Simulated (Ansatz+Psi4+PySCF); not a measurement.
**singlet CH3Cl: levels of theory in one basis**

```xyz
5

C     0.0000    0.0000   -1.1214
Cl    0.0000    0.0000    0.6560
H     0.0000    1.0293   -1.4743
H     0.8914   -0.5147   -1.4743
H    -0.8914   -0.5147   -1.4743
```

Basis set: cc-pVTZ on H, C; cc-pV(T+d)Z on Cl (spherical functions). Correlated methods keep 6 orbitals frozen. Charge 0, multiplicity 1.

Computed with Ansatz (development build ahead of 0.2.0) and Psi4 1.11; each method stands on the lowest determinant of its kind that the runs found.

```csv
method,E − E(RHF) (eV),<S²> of the determinant
RHF,0.00,0.00
RHF-MP2,-10.16,–
RHF-CCSD,-11.00,–
```

Question: What does RHF-CCSD(T) give on the same scale?

Answer: -11.42 eV.
